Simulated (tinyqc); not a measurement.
Worked calculation (part 1 of 2): UHF in the sto-3g basis, for H2O, spin multiplicity 1. Computed by tinyqc, a small Python program that keeps every step (integrals from PySCF). Settings: charge = 0, multiplicity = 1, basis = sto-3g, energy threshold = 1e-08, iteration cap = 86, orthogonalisation = symmetric, start = Wolfsberg-Helmholz matrix, DIIS depth = 0, method = UHF, break = 0.2. Command: `OMP_NUM_THREADS=1 python tinyqc.py 27531 27532 out.jsonl` (the two numbers bound the seeds that draw the settings). One thread of a shared host (Intel(R) Xeon(R) Processor @ 2.60GHz), about 0.2 s of CPU time with the checks. Later iterations appear only in the table of the cycle.

## One-electron integrals

Geometry (angstrom):
```
atom         x          y         z
O     0.000000   0.000000  0.000000
H     0.000000   0.852000  0.569000
H     0.000000  -0.852000  0.569000
```

Basis sto-3g: exponents (1/bohr^2) and contraction coefficients of normalised primitives:
```
element  l (shell)    exponent  coefficient
O            s (1)  130.709320     0.154329
O            s (1)   23.808861     0.535328
O            s (1)    6.443608     0.444635
O            s (2)    5.033151    -0.099967
O            s (2)    1.169596     0.399513
O            s (2)    0.380389     0.700115
O            p (3)    5.033151     0.155916
O            p (3)    1.169596     0.607684
O            p (3)    0.380389     0.391957
H            s (1)    3.425251     0.154329
H            s (1)    0.623914     0.535328
H            s (1)    0.168855     0.444635
```

Overlap, kinetic and nuclear-attraction integrals over the contracted functions; the nuclear repulsion is the sum of Za Zb / Rab.

nuclear repulsion = 8.57465369 hartree

overlap S, lower triangle:
```
           1O 1s     1O 2s    1O 2px     1O 2py    1O 2pz     2H 1s     3H 1s
1O 1s   1.000000
1O 2s   0.236704  1.000000
1O 2px  0.000000  0.000000  1.000000
1O 2py  0.000000  0.000000  0.000000   1.000000
1O 2pz  0.000000  0.000000  0.000000   0.000000  1.000000
2H 1s   0.045981  0.431696  0.000000   0.307015  0.205037  1.000000
3H 1s   0.045981  0.431696  0.000000  -0.307015  0.205037  0.190135  1.000000
```

kinetic energy T (hartree), lower triangle:
```
            1O 1s     1O 2s    1O 2px     1O 2py    1O 2pz      2H 1s     3H 1s
1O 1s   29.003200
1O 2s   -0.168011  0.808128
1O 2px   0.000000  0.000000  2.528731
1O 2py   0.000000  0.000000  0.000000   2.528731
1O 2pz   0.000000  0.000000  0.000000   0.000000  2.528731
2H 1s   -0.006270  0.098664  0.000000   0.195522  0.130578   0.760032
3H 1s   -0.006270  0.098664  0.000000  -0.195522  0.130578  -0.002811  0.760032
```

nuclear attraction V (hartree), lower triangle:
```
             1O 1s       1O 2s     1O 2px      1O 2py     1O 2pz      2H 1s      3H 1s
1O 1s   -61.651468
1O 2s    -7.427598  -10.076053
1O 2px    0.000000    0.000000  -9.931476
1O 2py    0.000000    0.000000   0.000000  -10.079332
1O 2pz   -0.015051   -0.180859   0.000000    0.000000  -9.997421
2H 1s    -1.481089   -3.419167   0.000000   -2.155760  -1.490030  -5.553397
3H 1s    -1.481089   -3.419167   0.000000    2.155760  -1.490030  -1.186151  -5.553397
```

core Hamiltonian H = T + V (hartree), lower triangle:
```
             1O 1s      1O 2s     1O 2px     1O 2py     1O 2pz      2H 1s      3H 1s
1O 1s   -32.648268
1O 2s    -7.595609  -9.267925
1O 2px    0.000000   0.000000  -7.402745
1O 2py    0.000000   0.000000   0.000000  -7.550601
1O 2pz   -0.015051  -0.180859   0.000000   0.000000  -7.468690
2H 1s    -1.487359  -3.320503   0.000000  -1.960238  -1.359453  -4.793365
3H 1s    -1.487359  -3.320503   0.000000   1.960238  -1.359453  -1.188962  -4.793365
```

## Two-electron integrals

Functions are numbered as in S; the eight-fold symmetry (ij|kl) = (ji|kl) = (kl|ij) leaves the list below.

Two-electron integrals (ij|kl) in chemists' order, unique and non-zero (hartree):
```
(11|11) 4.785065    (21|11) 0.741380    (21|21) 0.136873    (22|11) 1.118947
(22|21) 0.256633    (22|22) 0.817206    (31|31) 0.024477    (32|31) 0.037809
(32|32) 0.180518    (33|11) 1.115814    (33|21) 0.256684    (33|22) 0.817023
(33|33) 0.880159    (41|41) 0.024477    (42|41) 0.037809    (42|42) 0.180518
(43|43) 0.047444    (44|11) 1.115814    (44|21) 0.256684    (44|22) 0.817023
(44|33) 0.785270    (44|44) 0.880159    (51|51) 0.024477    (52|51) 0.037809
(52|52) 0.180518    (53|53) 0.047444    (54|54) 0.047444    (55|11) 1.115814
(55|21) 0.256684    (55|22) 0.817023    (55|33) 0.785270    (55|44) 0.785270
(55|55) 0.880159    (61|11) 0.146062    (61|21) 0.026742    (61|22) 0.049831
(61|33) 0.049734    (61|41) 0.001027    (61|42) 0.001923    (61|44) 0.049939
(61|51) 0.000686    (61|52) 0.001285    (61|54) 0.000137    (61|55) 0.049826
(61|61) 0.005293    (62|11) 0.358821    (62|21) 0.083343    (62|22) 0.294257
(62|33) 0.289229    (62|41) 0.005207    (62|42) 0.039942    (62|44) 0.299466
(62|51) 0.003478    (62|52) 0.026675    (62|54) 0.006836    (62|55) 0.293795
(62|61) 0.016606    (62|62) 0.131681    (63|31) 0.008678    (63|32) 0.050674
(63|43) 0.008278    (63|53) 0.005528    (63|63) 0.018667    (64|11) 0.216134
(64|21) 0.050846    (64|22) 0.191682    (64|33) 0.183004    (64|41) 0.011460
(64|42) 0.075279    (64|44) 0.205966    (64|51) 0.001858    (64|52) 0.016433
(64|54) 0.009807    (64|55) 0.185861    (64|61) 0.010574    (64|62) 0.104197
(64|64) 0.100164    (65|11) 0.144343    (65|21) 0.033957    (65|22) 0.128013
(65|33) 0.122217    (65|41) 0.001858    (65|42) 0.016433    (65|44) 0.126496
(65|51) 0.009919    (65|52) 0.061648    (65|54) 0.011135    (65|55) 0.135182
(65|61) 0.007062    (65|62) 0.069587    (65|64) 0.054427    (65|65) 0.055016
(66|11) 0.501552    (66|21) 0.118388    (66|22) 0.479655    (66|33) 0.460322
(66|41) 0.009501    (66|42) 0.100749    (66|44) 0.500016    (66|51) 0.006345
(66|52) 0.067284    (66|54) 0.026509    (66|55) 0.478026    (66|61) 0.023794
(66|62) 0.271343    (66|64) 0.245082    (66|65) 0.163676    (66|66) 0.774606
(71|11) 0.146062    (71|21) 0.026742    (71|22) 0.049831    (71|33) 0.049734
(71|41) -0.001027   (71|42) -0.001923   (71|44) 0.049939    (71|51) 0.000686
(71|52) 0.001285    (71|54) -0.000137   (71|55) 0.049826    (71|61) 0.005202
(71|62) 0.016027    (71|64) 0.009341    (71|65) 0.006822    (71|66) 0.022697
(71|71) 0.005293    (72|11) 0.358821    (72|21) 0.083343    (72|22) 0.294257
(72|33) 0.289229    (72|41) -0.005207   (72|42) -0.039942   (72|44) 0.299466
(72|51) 0.003478    (72|52) 0.026675    (72|54) -0.006836   (72|55) 0.293795
(72|61) 0.016027    (72|62) 0.104473    (72|64) 0.057343    (72|65) 0.053572
(72|66) 0.174118    (72|71) 0.016606    (72|72) 0.131681    (73|31) 0.008678
(73|32) 0.050674    (73|43) -0.008278   (73|53) 0.005528    (73|63) 0.014242
(73|73) 0.018667    (74|11) -0.216134   (74|21) -0.050846   (74|22) -0.191682
(74|33) -0.183004   (74|41) 0.011460    (74|42) 0.075279    (74|44) -0.205966
(74|51) -0.001858   (74|52) -0.016433   (74|54) 0.009807    (74|55) -0.185861
(74|61) -0.009341   (74|62) -0.057343   (74|64) -0.017787   (74|65) -0.028781
(74|66) -0.085902   (74|71) -0.010574   (74|72) -0.104197   (74|74) 0.100164
(75|11) 0.144343    (75|21) 0.033957    (75|22) 0.128013    (75|33) 0.122217
(75|41) -0.001858   (75|42) -0.016433   (75|44) 0.126496    (75|51) 0.009919
(75|52) 0.061648    (75|54) -0.011135   (75|55) 0.135182    (75|61) 0.006822
(75|62) 0.053572    (75|64) 0.028781    (75|65) 0.041293    (75|66) 0.097424
(75|71) 0.007062    (75|72) 0.069587    (75|74) -0.054427   (75|75) 0.055016
(76|11) 0.119041    (76|21) 0.027877    (76|22) 0.106065    (76|33) 0.103789
(76|44) 0.106162    (76|51) 0.001864    (76|52) 0.016739    (76|55) 0.108130
(76|61) 0.005483    (76|62) 0.046059    (76|64) 0.031621    (76|65) 0.027376
(76|66) 0.096332    (76|71) 0.005483    (76|72) 0.046059    (76|74) -0.031621
(76|75) 0.027376    (76|76) 0.019659    (77|11) 0.501552    (77|21) 0.118388
(77|22) 0.479655    (77|33) 0.460322    (77|41) -0.009501   (77|42) -0.100749
(77|44) 0.500016    (77|51) 0.006345    (77|52) 0.067284    (77|54) -0.026509
(77|55) 0.478026    (77|61) 0.022697    (77|62) 0.174118    (77|64) 0.085902
(77|65) 0.097424    (77|66) 0.307496    (77|71) 0.023794    (77|72) 0.271343
(77|74) -0.245082   (77|75) 0.163676    (77|76) 0.096332    (77|77) 0.774606
```

## Orthogonalisation

S = U s U^T; symmetric (Loewdin) form X = U s^(-1/2) U^T, so that X^T S X = 1.

eigenvalues of S: 0.387798  0.460462  0.892713  1.000000  1.087211  1.349403  1.822413

X, lower triangle:
```
            1O 1s      1O 2s    1O 2px     1O 2py     1O 2pz      2H 1s     3H 1s
1O 1s    1.023957
1O 2s   -0.140302   1.201476
1O 2px   0.000000   0.000000  1.000000
1O 2py   0.000000   0.000000  0.000000   1.101728
1O 2pz  -0.008150   0.083445  0.000000   0.000000   1.038782
2H 1s    0.020879  -0.260903  0.000000  -0.211653  -0.121683   1.166305
3H 1s    0.020879  -0.260903  0.000000   0.211653  -0.121683  -0.066500  1.166305
```

## Starting guess

The start is the generalised Wolfsberg-Helmholz matrix (K = 1.75) built on H, with HOMO and LUMO mixed by +/-0.2 rad for the two spins; D(s) = C_occ C_occ^T for each spin.

D(alpha) at the start, lower triangle:
```
            1O 1s      1O 2s     1O 2px     1O 2py    1O 2pz      2H 1s     3H 1s
1O 1s    1.031474
1O 2s   -0.127909   0.586714
1O 2px   0.000000   0.000000   0.960530
1O 2py   0.000000   0.000000  -0.151512   0.721789
1O 2pz   0.049657  -0.181764   0.000000   0.000000  0.931539
2H 1s   -0.070537   0.180114   0.169386   0.156113  0.055115   0.148172
3H 1s   -0.070537   0.180114  -0.169386  -0.156113  0.055115  -0.007365  0.148172
```

D(beta) at the start, lower triangle:
```
            1O 1s      1O 2s     1O 2px     1O 2py    1O 2pz      2H 1s     3H 1s
1O 1s    1.031474
1O 2s   -0.127909   0.586714
1O 2px   0.000000   0.000000   0.960530
1O 2py   0.000000   0.000000   0.151512   0.721789
1O 2pz   0.049657  -0.181764   0.000000   0.000000  0.931539
2H 1s   -0.070537   0.180114  -0.169386   0.156113  0.055115   0.148172
3H 1s   -0.070537   0.180114   0.169386  -0.156113  0.055115  -0.007365  0.148172
```

## Iteration 1: building the Fock matrix

J_ij = sum D_kl (ij|kl) with D = D(alpha) + D(beta), K_ij = sum D_kl (ik|jl) for each spin; F = H + J - K(s); E = tr D H + tr D J / 2 - 0.5 sum_s tr D(s) K(s) + E_nn.

Coulomb J (hartree), lower triangle:
```
            1O 1s     1O 2s    1O 2px     1O 2py    1O 2pz     2H 1s     3H 1s
1O 1s   17.700121
1O 2s    3.355231  8.379998
1O 2px   0.000000  0.000000  8.357613
1O 2py   0.000000  0.000000  0.000000   8.380959
1O 2pz  -0.007604  0.001064  0.000000   0.000000  8.378288
2H 1s    0.655436  2.979074  0.000000   1.928285  1.291583  4.875907
3H 1s    0.655436  2.979074  0.000000  -1.928285  1.291583  1.069413  4.875907
```

exchange K(alpha) (hartree), lower triangle:
```
           1O 1s      1O 2s     1O 2px     1O 2py    1O 2pz     2H 1s     3H 1s
1O 1s   4.870636
1O 2s   0.854496   1.283636
1O 2px  0.000000   0.000000   1.091119
1O 2py  0.000000   0.000000  -0.061365   1.058271
1O 2pz  0.004531  -0.049973   0.000000   0.000000  1.115275
2H 1s   0.171216   0.532546   0.032160   0.327070  0.201328  0.509536
3H 1s   0.171216   0.532546  -0.032160  -0.327070  0.201328  0.181356  0.509536
```

exchange K(beta) (hartree), lower triangle:
```
           1O 1s      1O 2s     1O 2px     1O 2py    1O 2pz     2H 1s     3H 1s
1O 1s   4.870636
1O 2s   0.854496   1.283636
1O 2px  0.000000   0.000000   1.091119
1O 2py  0.000000   0.000000   0.061365   1.058271
1O 2pz  0.004531  -0.049973   0.000000   0.000000  1.115275
2H 1s   0.171216   0.532546  -0.032160   0.327070  0.201328  0.509536
3H 1s   0.171216   0.532546   0.032160  -0.327070  0.201328  0.181356  0.509536
```

F(alpha) (hartree), lower triangle:
```
             1O 1s      1O 2s     1O 2px     1O 2py     1O 2pz      2H 1s      3H 1s
1O 1s   -19.818782
1O 2s    -5.094873  -2.171563
1O 2px    0.000000   0.000000  -0.136251
1O 2py    0.000000   0.000000   0.061365  -0.227912
1O 2pz   -0.027186  -0.129822   0.000000   0.000000  -0.205677
2H 1s    -1.003139  -0.873976  -0.032160  -0.359023  -0.269197  -0.426994
3H 1s    -1.003139  -0.873976   0.032160   0.359023  -0.269197  -0.300905  -0.426994
```

F(beta) (hartree), lower triangle:
```
             1O 1s      1O 2s     1O 2px     1O 2py     1O 2pz      2H 1s      3H 1s
1O 1s   -19.818782
1O 2s    -5.094873  -2.171563
1O 2px    0.000000   0.000000  -0.136251
1O 2py    0.000000   0.000000  -0.061365  -0.227912
1O 2pz   -0.027186  -0.129822   0.000000   0.000000  -0.205677
2H 1s    -1.003139  -0.873976   0.032160  -0.359023  -0.269197  -0.426994
3H 1s    -1.003139  -0.873976  -0.032160   0.359023  -0.269197  -0.300905  -0.426994
```

total energy of this density = -74.59711207 hartree

## Iteration 1: diagonalisation and new density

Diagonalise F' = X^T F X, C = X C', fill 5 alpha and 5 beta electrons from the bottom; D(s) = C_occ C_occ^T. Each column has its largest component positive (the first on a tie).

F' = X^T F X (alpha) (hartree), lower triangle:
```
            1          2          3          4          5          6         7
1  -19.434469
2   -2.714564  -0.960697
3    0.000000   0.000000  -0.136251
4    0.000000   0.000000   0.081221   0.046936
5   -0.049580   0.052633   0.000000   0.000000  -0.107422
6   -0.125574  -0.493210  -0.052635  -0.433751  -0.246894   0.056551
7   -0.125574  -0.493210   0.052635   0.433751  -0.246894  -0.106112  0.056551
```

orbital energies (alpha) (hartree): MO1 -19.829032, MO2 -1.047672, MO3 -0.511613, MO4 -0.239480, MO5 -0.149802, MO6 0.564034, MO7 0.734762

coefficients C (alpha):
```
              MO1        MO2        MO3        MO4        MO5        MO6        MO7
1O 1s    0.993692  -0.218969   0.000000   0.104538   0.000000  -0.151034   0.000000
1O 2s    0.027871   0.757673   0.000000  -0.490582   0.000000   0.889278   0.000000
1O 2px   0.000000   0.000000  -0.027249   0.000000   0.991783   0.000000   0.124992
1O 2py   0.000000   0.000000   0.615437   0.000000  -0.103572   0.000000   0.955986
1O 2pz   0.003899   0.139116   0.000000   0.838651   0.000000   0.626903   0.000000
2H 1s   -0.006043   0.227312   0.428144   0.202629   0.110134  -0.771578  -0.780554
3H 1s   -0.006043   0.227312  -0.428144   0.202629  -0.110134  -0.771578   0.780554
```

F' = X^T F X (beta) (hartree), lower triangle:
```
            1          2          3          4          5          6         7
1  -19.434469
2   -2.714564  -0.960697
3    0.000000   0.000000  -0.136251
4    0.000000   0.000000  -0.081221   0.046936
5   -0.049580   0.052633   0.000000   0.000000  -0.107422
6   -0.125574  -0.493210   0.052635  -0.433751  -0.246894   0.056551
7   -0.125574  -0.493210  -0.052635   0.433751  -0.246894  -0.106112  0.056551
```

orbital energies (beta) (hartree): MO1 -19.829032, MO2 -1.047672, MO3 -0.511613, MO4 -0.239480, MO5 -0.149802, MO6 0.564034, MO7 0.734762

coefficients C (beta):
```
              MO1        MO2        MO3        MO4        MO5        MO6        MO7
1O 1s    0.993692  -0.218969   0.000000   0.104538   0.000000  -0.151034   0.000000
1O 2s    0.027871   0.757673   0.000000  -0.490582   0.000000   0.889278   0.000000
1O 2px   0.000000   0.000000   0.027249   0.000000   0.991783   0.000000  -0.124992
1O 2py   0.000000   0.000000   0.615437   0.000000   0.103572   0.000000   0.955986
1O 2pz   0.003899   0.139116   0.000000   0.838651   0.000000   0.626903   0.000000
2H 1s   -0.006043   0.227312   0.428144   0.202629  -0.110134  -0.771578  -0.780554
3H 1s   -0.006043   0.227312  -0.428144   0.202629   0.110134  -0.771578   0.780554
```

D(alpha) after iteration 1, lower triangle:
```
            1O 1s      1O 2s     1O 2px     1O 2py    1O 2pz      2H 1s     3H 1s
1O 1s    1.046300
1O 2s   -0.189496   0.815516
1O 2px   0.000000   0.000000   0.984377
1O 2py   0.000000   0.000000  -0.119491   0.389489
1O 2pz   0.061083  -0.305914   0.000000   0.000000  0.722703
2H 1s   -0.034597   0.072654   0.097563   0.252088  0.201534   0.288202
3H 1s   -0.034597   0.072654  -0.097563  -0.252088  0.201534  -0.102671  0.288202
```

D(beta) after iteration 1, lower triangle:
```
            1O 1s      1O 2s     1O 2px     1O 2py    1O 2pz      2H 1s     3H 1s
1O 1s    1.046300
1O 2s   -0.189496   0.815516
1O 2px   0.000000   0.000000   0.984377
1O 2py   0.000000   0.000000   0.119491   0.389489
1O 2pz   0.061083  -0.305914   0.000000   0.000000  0.722703
2H 1s   -0.034597   0.072654  -0.097563   0.252088  0.201534   0.288202
3H 1s   -0.034597   0.072654   0.097563  -0.252088  0.201534  -0.102671  0.288202
```

## Iteration 2: building the Fock matrix

As before.

Coulomb J (hartree), lower triangle:
```
            1O 1s     1O 2s    1O 2px     1O 2py    1O 2pz     2H 1s     3H 1s
1O 1s   17.321111
1O 2s    3.265914  8.165353
1O 2px   0.000000  0.000000  8.161036
1O 2py   0.000000  0.000000  0.000000   8.152024
1O 2pz  -0.012165  0.006719  0.000000   0.000000  8.159296
2H 1s    0.637936  2.927335  0.000000   1.904103  1.281308  4.899490
3H 1s    0.637936  2.927335  0.000000  -1.904103  1.281308  1.060405  4.899490
```

exchange K(alpha) (hartree), lower triangle:
```
           1O 1s      1O 2s     1O 2px     1O 2py    1O 2pz     2H 1s     3H 1s
1O 1s   4.879707
1O 2s   0.830759   1.281073
1O 2px  0.000000   0.000000   1.111837
1O 2py  0.000000   0.000000  -0.062178   0.879572
1O 2pz  0.002406  -0.083177   0.000000   0.000000  1.019752
2H 1s   0.169179   0.522659   0.012360   0.338694  0.230665  0.599921
3H 1s   0.169179   0.522659  -0.012360  -0.338694  0.230665  0.164474  0.599921
```

exchange K(beta) (hartree), lower triangle:
```
           1O 1s      1O 2s     1O 2px     1O 2py    1O 2pz     2H 1s     3H 1s
1O 1s   4.879707
1O 2s   0.830759   1.281073
1O 2px  0.000000   0.000000   1.111837
1O 2py  0.000000   0.000000   0.062178   0.879572
1O 2pz  0.002406  -0.083177   0.000000   0.000000  1.019752
2H 1s   0.169179   0.522659  -0.012360   0.338694  0.230665  0.599921
3H 1s   0.169179   0.522659   0.012360  -0.338694  0.230665  0.164474  0.599921
```

F(alpha) (hartree), lower triangle:
```
             1O 1s      1O 2s     1O 2px     1O 2py     1O 2pz      2H 1s      3H 1s
1O 1s   -20.206864
1O 2s    -5.160453  -2.383645
1O 2px    0.000000   0.000000  -0.353546
1O 2py    0.000000   0.000000   0.062178  -0.278149
1O 2pz   -0.029622  -0.090964   0.000000   0.000000  -0.329146
2H 1s    -1.018602  -0.915828  -0.012360  -0.394829  -0.308809  -0.493796
3H 1s    -1.018602  -0.915828   0.012360   0.394829  -0.308809  -0.293031  -0.493796
```

F(beta) (hartree), lower triangle:
```
             1O 1s      1O 2s     1O 2px     1O 2py     1O 2pz      2H 1s      3H 1s
1O 1s   -20.206864
1O 2s    -5.160453  -2.383645
1O 2px    0.000000   0.000000  -0.353546
1O 2py    0.000000   0.000000  -0.062178  -0.278149
1O 2pz   -0.029622  -0.090964   0.000000   0.000000  -0.329146
2H 1s    -1.018602  -0.915828   0.012360  -0.394829  -0.308809  -0.493796
3H 1s    -1.018602  -0.915828  -0.012360   0.394829  -0.308809  -0.293031  -0.493796
```

total energy of this density = -74.92111886 hartree
